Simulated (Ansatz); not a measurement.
Two shapes of triplet C4H4O.

Shape 1:

```xyz
9

O     0.5536   -0.9562   -0.2282
C     0.8706    0.2580   -0.6916
C     0.0047    1.1794   -0.2347
C    -0.9319    0.4553    0.5868
C    -0.5333   -0.8279    0.5410
H     1.7315    0.3213   -1.3349
H     0.0167    2.2363   -0.4466
H    -1.7777    0.8499    1.1263
H    -0.9169   -1.7275    0.9904
```

Shape 2:

```xyz
9

O    -0.2535    0.0471   -1.1205
C     0.9593   -0.1992   -0.5873
C     0.8940   -0.1800    0.7736
C    -0.4715    0.1014    1.0943
C    -1.1148    0.2281   -0.1002
H     1.7689   -0.3683   -1.2927
H     1.7175   -0.3458    1.4649
H    -0.9149    0.1966    2.0832
H    -2.1458    0.4383   -0.3733
```

Basis set: def2-SVP (spherical functions). Correlated methods keep 5 orbitals frozen. Charge 0, multiplicity 3.

Computed with Ansatz (development build ahead of 0.2.0); each method stands on the lowest determinant of its kind that the runs found.

Question: Which shape is lower in energy, and by how much in each method?

Answer:

| method | E(2) − E(1) (eV) |
| --- | --- |
| UHF | -0.246 |
| UHF-MP2 | -0.280 |

Shape 2 is lower. Caution: another spin multiplicity may lie lower; the unrestricted determinant is spin contaminated; the determinant breaks the point group.
